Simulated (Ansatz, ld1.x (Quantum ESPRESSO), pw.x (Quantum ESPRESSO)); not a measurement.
## Equation-of-state test of one TM potential (B (Z = 5))

* Element: B (Z = 5)
* Generator: ld1.x (Quantum ESPRESSO) 7.5
* Type: norm-conserving Troullier–Martins (Kleinman–Bylander form)
* Functional: PBEsol
* Relativity: scalar-relativistic
* Frozen core: [He]
* Valence charge: 3
* Reference configuration: 2s2 2p1
* Partial waves: 2s (bound): rc 1.60 bohr; 2p (bound): rc 3.10 bohr
* Local potential: all-electron potential smoothed inside 1.20 bohr (lloc = -1)
* Core correction: a·sin(br)/r model core inside 1.05 bohr

Atomic tests: cutoffs needed: 18 Ry and 45 Ry (the cutoffs (Ry, on a coarse ladder) from which the occupation-weighted sum of valence levels, in a spherical-Bessel basis at the reference potential, stays within 10 and 1 mRy of its value at 400 Ry); ghost test: no extra level below or beside the all-electron valence levels (s, p, d, f tested) (spherical-Bessel basis up to 400 Ry, 20 bohr box); largest excitation error: +269 meV (all-electron minus pseudo) for 2s1 2p0, out of 7 test configurations.

Crystal test: fcc B in pw.x 7.5, no spin, 18³ k-points, Fermi–Dirac smearing 0.01 Ry, cutoffs 55/220 Ry. The reference is all-electron LAPW (Ansatz 0.2.0) with the same functional, mesh and smearing; V0 and B0 come from Birch–Murnaghan fits to the pressures at five volumes. Errors are pseudo minus all-electron; Δ is the rms difference of the E(V) curves that follow from these fits, minima aligned, over ±6 % about the mean V0. Mesh and smearing are coarse, so the numbers serve the comparison and aren't converged zero-temperature values; the lattice is a test structure that the element need not adopt.

```csv
V (Å³/atom),P all-electron (GPa),P pseudo (GPa)
5.544,15.12,-20.05
5.690,6.84,-24.24
5.836,-0.51,-28.02
5.982,-7.04,-31.42
6.128,-12.83,-34.48
```

All-electron: a0 = 2.856 Å (V0 = 5.83 Å³/atom), B0 = 278.7 GPa.

Pseudopotential: mean pressure error (GPa): -27.96. The pressure does not cross zero within the volumes sampled, so no fit is given. The largest radius (3.10 bohr) exceeds half the bond length (1.91 bohr), so the spheres overlap, which is one possible source of error among others. This is a poor potential for the solid.

Q: At the middle volume, how do free energy and pressure move when the wave cutoff is lowered (ecutrho kept at four times it)?

A:

```tsv
cutoff (Ry)	shift of F (meV/atom)	shift of P (GPa)
25	+17.5	-0.36
33	+14.5	-0.05
44	+5.7	-0.42
```

Input at the middle volume:

```
&control
  calculation='scf', prefix='x', pseudo_dir='./', outdir='./tmp', tstress=.true., disk_io='none'
/
&system
  ibrav=0, nat=1, ntyp=1, ecutwfc=55, ecutrho=220, nbnd=8,
  occupations='smearing', smearing='fd', degauss=0.01
/
&electrons
  conv_thr=1e-09, mixing_beta=0.4, electron_maxstep=70
/
ATOMIC_SPECIES
B 1.0 B.UPF
CELL_PARAMETERS angstrom
  0.00000000 1.42898750 1.42898750
  1.42898750 0.00000000 1.42898750
  1.42898750 1.42898750 0.00000000
ATOMIC_POSITIONS crystal
B 0.0000 0.0000 0.0000
K_POINTS automatic
18 18 18 0 0 0
```

```bash
pw.x < B.scf.in > B.scf.out
```

Lines of the output:

```
Message from routine setup:
     using ibrav=0 with symmetry is DISCOURAGED, use correct ibrav instead
     lattice parameter (alat)  =       3.8189  a.u.
     unit-cell volume          =      39.3833 (a.u.)^3
     number of electrons       =         3.00
     number of Kohn-Sham states=            8
     kinetic-energy cutoff     =      55.0000  Ry
     charge density cutoff     =     220.0000  Ry
     scf convergence threshold =      1.0E-09
     Exchange-correlation= PBESOL
     number of k points=   195  Fermi-Dirac smearing, width (Ry)=  0.0100
     iteration #  1     ecut=    55.00 Ry     beta= 0.40
     total energy              =      -5.62492066 Ry
     estimated scf accuracy    <       0.00368588 Ry
     iteration #  2     ecut=    55.00 Ry     beta= 0.40
     total energy              =      -5.62467711 Ry
     estimated scf accuracy    <       0.00126314 Ry
     iteration #  3     ecut=    55.00 Ry     beta= 0.40
     total energy              =      -5.62469186 Ry
     estimated scf accuracy    <       0.00000106 Ry
     iteration #  4     ecut=    55.00 Ry     beta= 0.40
     total energy              =      -5.62469196 Ry
     estimated scf accuracy    <       0.00000002 Ry
     iteration #  5     ecut=    55.00 Ry     beta= 0.40
     the Fermi energy is    14.5074 ev
!    total energy              =      -5.62469196 Ry
     estimated scf accuracy    <          6.3E-11 Ry
     smearing contrib. (-TS)   =      -0.00093356 Ry
     The total energy is F=E-TS. E is the sum of the following terms:
     one-electron contribution =       4.29091709 Ry
     hartree contribution      =       0.01280762 Ry
     xc contribution           =      -2.28716410 Ry
     ewald contribution        =      -7.64031902 Ry
     convergence has been achieved in   5 iterations
          total   stress  (Ry/bohr**3)                   (kbar)     P=     -280.21
     Message from routine punch:
     Nothing written, as per user request (disk_io='none')
```

The run at the middle volume (195 k-points, 5 iterations) took about 3.9 s on one core of a shared host (Neoverse-V1, 32 threads, 247 GiB, load 17).
